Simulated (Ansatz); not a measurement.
Density of states of CoGe₂ (Cmce, a = 10.758 Å, b = 5.587 Å, c = 5.594 Å, α = 90.00°, β = 90.00°, γ = 90.00°), in states per eV and primitive cell, averaged over bins of 0.4 eV. All numbers below come from DFT PBEsol, scalar-relativistic, plane waves, PAW in Ansatz.

Plane waves to 420 eV, a k mesh through Γ of 8×8×6 on the computed 12-atom cell and Gaussian smearing (0.10 eV); no spin polarisation.

The cell is relaxed at this level. The states (both spins) are summed by tetrahedra on a 12×12×9 mesh at the self-consistent density. Energies are bin centres; the table starts no lower than −8 eV and ends at 6 eV, or lower where the solved bands end.

It is a metal at this level.

| E − E_F (eV) | total | Co 3d | Ge 4p | Ge 4s | Co 4s |
| --- | --- | --- | --- | --- | --- |
| -7.85 | 3.36 | 0.29 | 0.97 | 2.00 | 0.07 |
| -7.45 | 2.17 | 0.26 | 0.60 | 1.26 | 0.03 |
| -7.05 | 2.00 | 0.31 | 0.51 | 1.14 | 0.03 |
| -6.65 | 2.63 | 0.41 | 0.92 | 1.18 | 0.10 |
| -6.25 | 1.90 | 0.28 | 0.84 | 0.67 | 0.09 |
| -5.85 | 1.82 | 0.22 | 1.16 | 0.28 | 0.15 |
| -5.45 | 2.90 | 0.41 | 1.94 | 0.32 | 0.19 |
| -5.05 | 3.53 | 0.59 | 2.34 | 0.37 | 0.19 |
| -4.65 | 3.90 | 0.77 | 2.51 | 0.38 | 0.18 |
| -4.25 | 5.13 | 1.29 | 3.12 | 0.44 | 0.22 |
| -3.85 | 7.96 | 2.78 | 4.31 | 0.50 | 0.26 |
| -3.45 | 8.65 | 3.88 | 4.06 | 0.42 | 0.17 |
| -3.05 | 9.31 | 4.75 | 3.93 | 0.37 | 0.12 |
| -2.65 | 7.02 | 3.89 | 2.67 | 0.26 | 0.08 |
| -2.25 | 10.23 | 6.93 | 2.78 | 0.25 | 0.09 |
| -1.85 | 13.69 | 10.81 | 2.41 | 0.20 | 0.08 |
| -1.45 | 16.95 | 14.32 | 1.89 | 0.25 | 0.20 |
| -1.05 | 18.12 | 14.75 | 2.53 | 0.34 | 0.18 |
| -0.65 | 13.02 | 8.84 | 3.17 | 0.49 | 0.19 |
| -0.25 | 6.87 | 4.23 | 1.94 | 0.39 | 0.10 |
| 0.15 | 3.81 | 2.10 | 1.12 | 0.42 | 0.05 |
| 0.55 | 3.29 | 1.51 | 1.09 | 0.50 | 0.06 |
| 0.95 | 4.61 | 2.03 | 1.49 | 0.88 | 0.07 |
| 1.35 | 4.63 | 1.81 | 1.74 | 0.86 | 0.06 |
| 1.75 | 6.49 | 2.17 | 2.75 | 1.22 | 0.10 |
| 2.15 | 4.75 | 1.31 | 2.24 | 0.91 | 0.07 |
| 2.55 | 4.27 | 1.00 | 2.19 | 0.78 | 0.09 |
| 2.95 | 4.99 | 1.04 | 2.70 | 0.81 | 0.15 |
| 3.35 | 4.18 | 0.72 | 2.40 | 0.60 | 0.17 |
| 3.75 | 5.30 | 0.77 | 3.13 | 0.63 | 0.31 |
| 4.15 | 5.24 | 0.65 | 3.18 | 0.43 | 0.35 |
| 4.55 | 5.66 | 0.58 | 3.53 | 0.41 | 0.40 |
| 4.95 | 5.56 | 0.47 | 3.47 | 0.37 | 0.48 |
| 5.35 | 5.87 | 0.42 | 3.69 | 0.33 | 0.52 |
| 5.75 | 5.88 | 0.34 | 3.64 | 0.28 | 0.61 |

The columns after the total are the main Löwdin projections on the occupied valence shells of the potentials; 1 other is left out. The rest of the total lies in those, in shells that are empty in the free atom, which aren't projected, and between the atoms.

A ferromagnetic start lost its moments in a first run, so spin was left out; other magnetic orders weren't tried.

Whether CoGe2 exists in this form wasn't checked.

Cost: 1 run of about 5.8 core-minutes, on Intel Xeon Platinum 8488C (Sapphire Rapids) (shared hosts).